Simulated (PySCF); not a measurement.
**How methods differ on the ionisation energy of Mg**

Mg [Ne] 3s2 (1S) → Mg⁺ [Ne] 3s1 (2S), as a difference of total energies. Computed with PySCF 2.14 in aug-cc-pVDZ (5s4p2d, 27 functions), with the non-relativistic Hamiltonian (point nucleus). Correlated levels: valence: [Ne] frozen. The calculations carry no spin-orbit coupling.

```json
{"method": "UHF", "ionisation energy (eV)": "6.624"}
{"method": "LDA", "ionisation energy (eV)": "7.752"}
{"method": "PBE", "ionisation energy (eV)": "7.650"}
{"method": "PBE0", "ionisation energy (eV)": "7.577"}
{"method": "r2SCAN", "ionisation energy (eV)": "7.392"}
{"method": "BHandHLYP", "ionisation energy (eV)": "7.586"}
{"method": "TPSSh", "ionisation energy (eV)": "7.565"}
{"method": "B2PLYP", "ionisation energy (eV)": "7.556"}
{"method": "MP2 (valence)", "ionisation energy (eV)": "7.214"}
```

Estimate what BP86 gives.

7.739 eV, closest to LDA among the rows shown.

Estimate what SCS-MP2 (valence) gives.

7.332 eV, closest to r2SCAN among the rows shown.

Errors of the correlated levels include the incompleteness of this basis and the frozen core.

MP2 underrates the near-degeneracy of ns² with np² in the lower species.

For comparison: 7.646 eV (measured; NIST Atomic Spectra Database, ionization energies).
